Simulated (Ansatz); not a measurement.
Process, species as SMILES: [CH2]Cl (CH2-Cl) → C atom + Cl atom + 2 H atom
B3LYP-D3(BJ)/def2-TZVP geometries, fixed; electronic energies without zero-point terms.

Basis-set convergence of the atomisation energy at B3LYP with Ansatz (a quantum-chemistry and plane-wave program). Cartesian d functions, on some or all atoms, in 6-31G*, 6-31+G*, 6-311G**, 6-311+G**; all else is spherical. The program fits the integrals of some runs and decomposes those of others, by size. Open shells are unrestricted. No added dispersion term, no relativity. Functions are those of the species that has most. Reference: the value in pcseg-4, 288.71 kcal/mol, itself unsure by roughly 0.04 kcal/mol (its mean distance from aug-pcseg-3, aug-cc-pV(Q+d)Z, cc-pV(5+d)Z). Deviations are taken from unrounded values.

```tsv
basis	functions	atomisation energy (kcal/mol)
6-31G*	38	285.58
6-31+G*	46	283.75
def2-SVP	42	286.87
def2-SVPD	63	287.53
pcseg-1	42	281.45
aug-pcseg-1	68	282.33
cc-pV(D+d)Z	47	282.82
aug-cc-pV(D+d)Z	73	283.68
6-311G**	57	284.35
6-311+G**	65	284.32
def2-TZVP	80	287.72
def2-TZVPD	101	287.92
pcseg-2	92	287.74
aug-pcseg-2	142	288.25
cc-pV(T+d)Z	97	288.04
aug-cc-pV(T+d)Z	147	287.98
def2-TZVPP	101	288.29
def2-TZVPPD	122	288.43
cc-pV(Q+d)Z	179	288.62
aug-cc-pV(Q+d)Z	261	288.64
def2-QZVPP	187	288.43
def2-QZVPPD	208	288.45
pcseg-3	190	288.67
aug-pcseg-3	272	288.69
```

What the diffuse functions change, pair by pair:
- 6-31G* to 6-31+G*: 8 more functions, deviation -3.13 to -4.97 kcal/mol
- def2-SVP to def2-SVPD: 21 more functions, deviation -1.85 to -1.19 kcal/mol
- pcseg-1 to aug-pcseg-1: 26 more functions, deviation -7.27 to -6.39 kcal/mol
- cc-pV(D+d)Z to aug-cc-pV(D+d)Z: 26 more functions, deviation -5.90 to -5.03 kcal/mol
- 6-311G** to 6-311+G**: 8 more functions, deviation -4.36 to -4.39 kcal/mol
- def2-TZVP to def2-TZVPD: 21 more functions, deviation -0.99 to -0.80 kcal/mol
- pcseg-2 to aug-pcseg-2: 50 more functions, deviation -0.97 to -0.46 kcal/mol
- cc-pV(T+d)Z to aug-cc-pV(T+d)Z: 50 more functions, deviation -0.68 to -0.74 kcal/mol
- def2-TZVPP to def2-TZVPPD: 21 more functions, deviation -0.42 to -0.29 kcal/mol
- cc-pV(Q+d)Z to aug-cc-pV(Q+d)Z: 82 more functions, deviation -0.09 to -0.08 kcal/mol
- def2-QZVPP to def2-QZVPPD: 21 more functions, deviation -0.28 to -0.26 kcal/mol
- pcseg-3 to aug-pcseg-3: 82 more functions, deviation -0.04 to -0.02 kcal/mol

They bring the value nearer the reference by more than 0.04 kcal/mol in 6 of 12 pairs.
